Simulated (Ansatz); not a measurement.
**One arrangement of a pair**

The pair of H2S (SMILES S, atoms 1–3) and Si2H6 (SMILES [SiH3][SiH3], atoms 4–11), both closed shells, in one local arrangement (a lower one may exist), relaxed at PBE0-D4/def2-TZVP:

```
11
angstrom
S 0.9632 -0.0165 -2.3342
H 0.8182 1.3174 -2.3373
H -0.2566 -0.2066 -2.8599
Si 0.9068 0.0536 1.3162
Si -1.2777 -0.3302 0.5518
H 1.8068 -1.0681 0.9420
H 1.4516 1.3179 0.7536
H 0.9112 0.1773 2.8011
H -2.2085 -0.4881 1.7044
H -1.3521 -1.5685 -0.2682
H -1.7629 0.8119 -0.2696
```

Computed with Ansatz 0.2.0 (basis: def2-TZVPPD, with def2-QZVPPD for the basis limit); correlated methods freeze the cores. B3LYP uses VWN-RPA correlation. Extrapolation: Hartree–Fock as exp(−7.88 √X), correlation as X^−2.97. Interaction energies count from these two fragments, frozen as in the pair, with the counterpoise correction; negative means bound.

(1) What is the interaction energy by CCSD(T) at an estimated basis limit (MP2 extrapolated from triple and quadruple zeta, plus CCSD(T) − MP2 in triple zeta)? (Judge from chemistry; the value comes from the calculation.)

No T1 diagnostic of these runs exceeds 0.013.

Answers

(1) Computed: -10.5 kJ/mol. Hartree–Fock alone gives 4.4 kJ/mol at the basis limit, so without correlation the pair would not bind at this distance. It counts from the two fragments frozen as in the pair.

The same quantity by other methods in triple zeta, and each one's difference from that estimate:
```tsv
method	E_int (kJ/mol)	difference
PBE-D4	-12.2	-1.7
revPBE-D4	-10.7	-0.2
BLYP-D4	-10.2	0.4
r2SCAN-D4	-10.5	0.0
B97M-V	-10.7	-0.2
PBE0-D4	-11.9	-1.3
B3LYP-D4	-10.8	-0.3
HSE06-D4	-11.7	-1.1
wB97X-V	-10.5	0.0
wB97M-V	-11.8	-1.2
B2PLYP	-3.0	7.6
HF	4.5	15.0
MP2	-9.7	0.8
CCSD	-6.1	4.4
CCSD(T)	-8.1	2.5
```
Differences are method less estimate.

Energy to bend the free fragments (PBE0-D4 minima) into their shapes in the pair, CCSD(T)/def2-TZVPPD: H2S 0.0 kJ/mol; Si2H6 4.6 kJ/mol. This must be added to the interaction energy to get the binding energy from relaxed fragments.

Basis-set superposition shift (counterpoise-corrected less uncorrected): CCSD(T) 2.5; MP2 2.4; HF 0.4; PBE0-D4 0.3; wB97M-V 0.5 kJ/mol.

For scale, one of the runs: CCSD(T)/def2-TZVPPD, 283 basis functions, launched by `ansatz run in.yaml --threads 4 --pin off --events-out ev --progress --plain --max-ram 9574MiB`. Hardware: 4 CPU threads of an Arm Neoverse V2, shared host. Wall time 94 s; peak host memory 7.4 GiB.
